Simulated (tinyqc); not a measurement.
Worked calculation: Hueckel theory of the pi electrons, for the molecule c1ccsc1 (SMILES; centres numbered as the heavy atoms are written). One step of it, computed by the program tinyqc.

Question. Energy, charges, bond orders. E = sum n x; q_r = z_r - P_rr; bond order p = P_rs; free valence = sqrt(3) - sum of p over the bonds of the atom.

x values: 1.924269  0.939709  0.618034  -0.973978  -1.618034

occupations: 2.000000  2.000000  2.000000  0.000000  0.000000

charge and bond-order matrix P:
```
           1C         2C         3C         4S         5C
1C   1.106141   0.553355  -0.111140  -0.237995   0.783287
2C   0.553355   1.106141   0.783287  -0.237995  -0.111140
3C  -0.111140   0.783287   1.060205   0.469796  -0.387009
4S  -0.237995  -0.237995   0.469796   1.667308   0.469796
5C   0.783287  -0.111140  -0.387009   0.469796   1.060205
```

Centres:
```
centre  z_r, pi electrons of the neutral centre         h
1C                                            1  0.000000
2C                                            1  0.000000
3C                                            1  0.000000
4S                                            2  0.890000
5C                                            1  0.000000
```

Bonds:
```
i  j         k
1  2         1
2  3         1
3  4  0.660000
4  5  0.660000
5  1         1
```

Give: pi energy = 6 alpha + this times beta; pi charges; Bond orders and lengths from R = 1.517 - 0.180 p; free valence of the carbons; gap between the highest filled and the next level.

Answer.

pi energy = 6 alpha + this times beta = 6.9640

pi charges: 1C -0.1061, 2C -0.1061, 3C -0.0602, 4S 0.3327, 5C -0.0602

Bond orders and lengths from R = 1.517 - 0.180 p (angstrom, C-C alone):
```
bond       p       R
1-2   0.5534  1.4174
2-3   0.7833  1.3760
3-4   0.4698       -
4-5   0.4698       -
5-1   0.7833  1.3760
```

free valence of the carbons: 1C 0.3954, 2C 0.3954, 3C 0.4790, 5C 0.4790

gap between the highest filled and the next level = 1.5920 |beta|
